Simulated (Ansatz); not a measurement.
Relaxation of H9NSi2 (12 atoms, charge 0, multiplicity 1), to a largest force component of 0.03 eV/Å in at most 50 steps.

These are results of Ansatz 0.2.0, RKS r2SCAN-D4/6-31G*, not measurements.

```xyz
12
Properties=species:S:1:pos:R:3
Si 0.087 0.020 0.113
Si 0.115 -0.002 2.373
H -1.036 -0.709 3.010
H 1.360 -0.652 2.892
H 0.107 1.401 2.900
H 1.508 0.057 -0.349
N -0.643 1.394 -0.676
H -1.571 1.702 -0.411
H -0.048 2.196 -0.831
H -0.519 -1.253 -0.374
H -2.525 -0.024 0.663
H -2.350 0.000 1.348
```

Where does it end, and by what steps?

The forces met the threshold. After 11 steps the energy has fallen by 0.273 eV; H11 moved furthest, 1.11 Å.

```json
{"step": "0", "energy less start (eV)": "0.0000", "largest force component (eV/Å)": "1.360", "accepted": "yes"}
{"step": "1", "energy less start (eV)": "-0.1681", "largest force component (eV/Å)": "0.247", "accepted": "yes"}
{"step": "2", "energy less start (eV)": "-0.2143", "largest force component (eV/Å)": "0.106", "accepted": "yes"}
{"step": "3", "energy less start (eV)": "-0.2372", "largest force component (eV/Å)": "0.086", "accepted": "yes"}
{"step": "4", "energy less start (eV)": "-0.2478", "largest force component (eV/Å)": "0.225", "accepted": "yes"}
{"step": "5", "energy less start (eV)": "-0.2538", "largest force component (eV/Å)": "0.317", "accepted": "yes"}
{"step": "6", "energy less start (eV)": "-0.2590", "largest force component (eV/Å)": "0.294", "accepted": "yes"}
{"step": "7", "energy less start (eV)": "-0.2638", "largest force component (eV/Å)": "0.229", "accepted": "yes"}
{"step": "8", "energy less start (eV)": "-0.2668", "largest force component (eV/Å)": "0.179", "accepted": "yes"}
{"step": "9", "energy less start (eV)": "-0.2712", "largest force component (eV/Å)": "0.086", "accepted": "yes"}
{"step": "10", "energy less start (eV)": "-0.2723", "largest force component (eV/Å)": "0.035", "accepted": "yes"}
{"step": "11", "energy less start (eV)": "-0.2727", "largest force component (eV/Å)": "0.010", "accepted": "yes"}
```

```xyz
12
Properties=species:S:1:pos:R:3
Si 0.374 0.091 0.097
Si 0.412 0.057 2.450
H -0.956 -0.158 3.012
H 1.296 -1.023 2.982
H 0.907 1.358 2.994
H 1.775 0.264 -0.385
N -0.575 1.341 -0.659
H -1.580 1.319 -0.523
H -0.241 2.296 -0.575
H -0.145 -1.222 -0.384
H -3.616 -0.160 0.536
H -3.166 -0.033 1.113
```

Whether the end is a true minimum wasn't checked by a vibrational analysis.

Time of the run: 20 s on 1 thread of AMD EPYC 9R45 96-Core Processor (Zen 5), on a shared host, peak memory 0.16 GiB.
